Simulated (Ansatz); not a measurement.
Ansatz (an electronic-structure program) input (CCSD(T)/aug-cc-pV(D+d)Z):
A basis named .json is the Basis Set Exchange file of that set.

Ansatz 0.2 input:
```yaml
crystal:
  periodic: [false, false, false]
  atoms:
    - {symbol: Cl, position_ang: [-0.00000000, -0.00000000, -0.47382943]}
    - {symbol: O, position_ang: [0.00000000, 0.00000000, 1.00688754]}
basis:
  gaussian:
    orbitals: aug-cc-pV_D+d_Z.json
total_charge: 1
magnetization: {spin_polarized: true, initial_magnetization: 2}
correlation: {method: ccsd_t, electrons: outside_noble_gas}
output: {forces: true}
```

Output:

```
Functional definition: HF
integrals: 0.03 GiB planned
519 factors; integrals over basis functions are off by at most 9.1e-4 eV
mean field: 0.12 GiB planned
mean field evaluation 1: about -14522.7457 eV, gradient 3.3e1 eV
mean field evaluation 2: about -14522.7594 eV, gradient 3.3e1 eV
mean field evaluation 4: about -14527.5359 eV, gradient 3.9e0 eV
mean field evaluation 8: about -14527.9189 eV, gradient 1.6e-1 eV
mean field evaluation 16: about -14527.5218 eV, gradient 3.9e0 eV
mean field evaluation 32: about -14524.5146 eV, gradient 1.1e0 eV
mean field evaluation 64: about -14524.5255 eV, gradient 1.0e-3 eV
mean field evaluation 96: about -14523.2106 eV, gradient 2.6e1 eV
mean field evaluation 128: about -14527.9194 eV, gradient 8.6e-3 eV
mean field -14527.91936315 eV, -533.8911892185 hartree, gradient 3.3e-6 eV, S^2 2.054902; 5 other end points of the search recorded, 0 dependent functions left out
determinant -14527.91936315 eV, -533.8911892185 hartree, with singles and doubles -14536.86840313 eV, -534.2200603716 hartree
determinant -14524.52548365 eV, -533.7664664471 hartree, with singles and doubles -14532.29902191 eV, -534.0521387090 hartree
6 core orbitals not correlated
reference -14527.91936315 eV, -533.8911892185 hartree; 7, 5 occupied and 42, 44 virtual orbitals, 519 factors
densities: 0.20 GiB planned
second order -8.23768056 eV of doubles, -0.00000000 eV of singles
coupled cluster: 0.16 GiB planned
cycle   1  -8.95108270 eV  change   -3.0e-1 eV  update   2.2e-2
cycle   2  -8.97819859 eV  change   -2.7e-2 eV  update   6.5e-3
cycle   3  -8.98296738 eV  change   -4.8e-3 eV  update   2.8e-3
cycle   4  -8.98675200 eV  change   -3.8e-3 eV  update   1.1e-3
cycle   5  -8.98805210 eV  change   -1.3e-3 eV  update   5.1e-4
cycle   6  -8.98900956 eV  change   -9.6e-4 eV  update   2.2e-4
cycle   7  -8.98906914 eV  change   -6.0e-5 eV  update   6.3e-5
cycle   8  -8.98907956 eV  change   -1.0e-5 eV  update   1.8e-5
cycle   9  -8.98907579 eV  change    3.8e-6 eV  update   5.2e-6
cycle  10  -8.98907674 eV  change   -9.5e-7 eV  update   1.6e-6
cycle  11  -8.98907739 eV  change   -6.5e-7 eV  update   5.6e-7
perturbative correction -0.35551904 eV, -0.0130650836 hartree
the calculation of the forces begins
Total energy: -14537.26395958 eV, -534.2345968032 hartree
Atom 0 at    -0.000000    -0.000000    -0.473829 Å, force    -0.000000     0.000000    -1.534907 eV/Å
Atom 1 at     0.000000     0.000000     1.006888 Å, force     0.000000    -0.000000     1.534907 eV/Å
Dipole moment:    -0.000000     0.000000    -0.260789 e Å
```
